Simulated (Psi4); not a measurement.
Process, species as SMILES: N (NH3) + H+ → [NH4+]
B3LYP-D3(BJ)/def2-TZVP geometries, fixed; electronic energies without zero-point terms; positive where energy is released.

Basis-set convergence of the proton affinity at PBE0 with Psi4. Cartesian d functions, on some or all atoms, in 6-31G*, 6-31+G*, 6-31G**; all else is spherical. Density fitting with the program's default auxiliary sets. No added dispersion term, no relativity. Functions are those of the species that has most. Reference: the value in aug-cc-pVQZ, 212.98 kcal/mol, itself unsure by roughly 0.39 kcal/mol (its mean distance from def2-QZVPPD, def2-QZVPP, cc-pVQZ). Deviations are taken from unrounded values.

| basis | functions | proton affinity (kcal/mol) | minus reference (kcal/mol) |
|---|---|---|---|
| STO-3G | 9 | 261.18 | 48.20 |
| 3-21G | 17 | 230.56 | 17.58 |
| 6-31G | 17 | 224.72 | 11.73 |
| 6-31G* | 23 | 217.77 | 4.79 |
| 6-31+G* | 27 | 213.30 | 0.32 |
| 6-31G** | 35 | 219.26 | 6.28 |
| 6-311G** | 42 | 217.16 | 4.17 |
| 6-311+G** | 46 | 213.68 | 0.70 |
| aug-cc-pVDZ | 59 | 211.96 | -1.02 |
| 6-311++G(2d,2p) | 67 | 213.11 | 0.13 |
| jun-cc-pV(T+d)Z | 95 | 212.95 | -0.03 |
| 6-311++G(3df,3pd) | 111 | 212.69 | -0.29 |
| aug-cc-pVTZ | 138 | 212.90 | -0.08 |
| aug-cc-pVQZ | 264 | 212.98 | 0.00 |

The smallest set listed that lies within 2 kcal/mol of the reference with all its larger relatives (same family, alike in diffuse functions; a set with none counts only in the reference's own line) is 6-31+G* (27 functions, 0.32 kcal/mol off).
